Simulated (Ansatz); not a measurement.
Reaction (atomization): `[NH]N`• → 3 H• + 2 N•

Calculated with Ansatz (gas phase, PBE0-D4/def2-TZVP geometries, no zero-point term in ΔE). CCSD(T)/CBS is extrapolated from def2-TZVPP and def2-QZVPP, frozen cores. Functionals use def2-TZVPP. No spin–orbit coupling; open shells (•) take unrestricted orbitals.

`[NH]N`•:

Cartesian coordinates in Å:
```
N 0.280 -0.616 0.673
N 0.043 0.439 -0.115
H -0.563 -1.192 0.634
H 0.863 0.989 -0.317
H -0.623 0.380 -0.875
```

```json
{"level": "LDA (SPW92)", "ΔE (eV)": "18.20"}
{"level": "PBE0-D4", "ΔE (eV)": "15.32"}
{"level": "MP2/def2-SVP", "ΔE (eV)": "13.52"}
{"level": "CCSD(T)/def2-SVP", "ΔE (eV)": "13.61"}
{"level": "CCSD(T)/cc-pV(D+d)Z", "ΔE (eV)": "13.12"}
{"level": "CCSD(T)/cc-pV(T+d)Z", "ΔE (eV)": "14.39"}
{"level": "CCSD(T)/cc-pV(Q+d)Z", "ΔE (eV)": "14.80"}
{"level": "HF/CBS(cc)", "ΔE (eV)": "8.81"}
```

(1) What does CCSD(T)/CBS give? (An estimate is asked.)

Largest T1 diagnostic among the species: 0.021.

Answers

(1) The calculation gave: +15.09 eV. The listed levels differ from it by 3.11, 0.23, -1.57, -1.48, -1.97, -0.70, -0.29, -6.28 eV.

At CCSD(T), def2-SVP lies −1.48 eV from the extrapolated value and def2-TZVPP −0.64 eV: correlation converges slowly with the basis, and small sets miss more of it in the bonded molecule than in its fragments. From r2SCAN to r2SCAN0 (25 % exact exchange), in def2-TZVPP and without D4, ΔE moves by −0.46 eV: exact exchange takes away binding that semilocal exchange gives to molecules.
